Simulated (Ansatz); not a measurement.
fcc Sr, relaxed in Ansatz (plane waves) with several semilocal functionals. Each gives its own volume and its own elastic constant C11:

```
level   V0 (Å³/atom)  elastic constant C11 (GPa)   ln V0  ln C11
------  ------------  --------------------------  ------  ------
LDA           48.599                       16.71  3.8836  2.8160
PBE           54.783                       14.72  4.0034  2.6892
r²SCAN        56.772                       14.73  4.0390  2.6899
```

Question: Fit a straight line to ln C11 against ln V0. What does it predict for PBEsol, whose volume is 51.948 Å³/atom?

Answer: With x = ln V0 and y = ln C11: means 3.97533 and 2.73170; Σ(Δx Δy) = -0.01159, Σ(Δx²) = 0.01326, so the slope is -0.874. At x = 3.9502 the line gives y = 2.73170 + (-0.874) × (3.9502 − 3.97533) = 2.7537, or 15.70 GPa. The run with PBEsol gives 15.56 GPa, -0.9 % from the line. The rows used scatter about it by up to 1.8 %, while the largest value lies 14 % above the smallest.

Measured: 15 GPa (measured, temperature not stated, not corrected to a static lattice; as tabulated in Mehl and Papaconstantopoulos (1996), arXiv:mtrl-th/9602003).

Ansatz's density-functional and Hartree–Fock values are scalar-relativistic unless marked +SOC, with PAW data made under PBE.

Ansatz is a program for electronic structure.
